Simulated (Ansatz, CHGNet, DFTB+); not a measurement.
# Lattice parameter a of hcp Tc: levels of theory against measurement

Reference value: 2.741 Å (measured, 293 K, no zero-point or thermal correction; as tabulated in Wikipedia's data pages).

| level (code) | value (Å) |
|---|---|
| GFN1-xTB as cut by DFTB+ | 2.847 |
| CHGNet 0.3.0 | 2.764 |
| LDA (Ansatz) | ___ |
| PBE (Ansatz) | ___ |
| PBEsol (Ansatz) | 2.724 |
| r²SCAN (Ansatz) | 2.736 |
| B3LYP (VWN-RPA form) (Ansatz) | ___ |
| HSE06 (Ansatz) | 2.718 |
| Hartree–Fock (Ansatz) | 2.737 |

**Question.** What belongs in the gaps?

**Answer.** 
- LDA (Ansatz, a program for electronic structure), value (Å): 2.710
- PBE (Ansatz), value (Å): 2.752
- B3LYP (VWN-RPA form) (Ansatz), value (Å): 2.758

Differences against the reference: GFN1-xTB as cut by DFTB+ +3.87 %, CHGNet 0.3.0 +0.84 %, LDA -1.13 %, PBE +0.40 %, PBEsol -0.62 %, r²SCAN -0.18 %, B3LYP (VWN-RPA form) +0.62 %, HSE06 -0.84 %, Hartree–Fock -0.15 %.

The reference is not for a static lattice or low temperature, so close values are not ranked against it. Off by more than 1.25 %, or 1.75 % on the side where a correction would as a rule narrow the miss (bounds picked here): GFN1-xTB as cut by DFTB+ (+3.87 %).

The reference isn't brought to a static lattice, while the calculations are for one, so the differences are not the levels' errors alone.  GFN1-xTB as cut by DFTB+: the method was fitted mainly to molecules. GFN1-xTB as cut by DFTB+: codes differ in how they cut the long-range tail of xTB's charge interaction in a crystal, so the value belongs to this code. Cutoffs and k meshes differ between the levels. Ansatz's density-functional and Hartree–Fock values are scalar-relativistic unless marked +SOC, with PAW data made under PBE.

Machine-learned potentials (CHGNet 0.3.0) are trained on DFT data: a solid inside that data is no test of them.

Differences are worked out from the printed values.
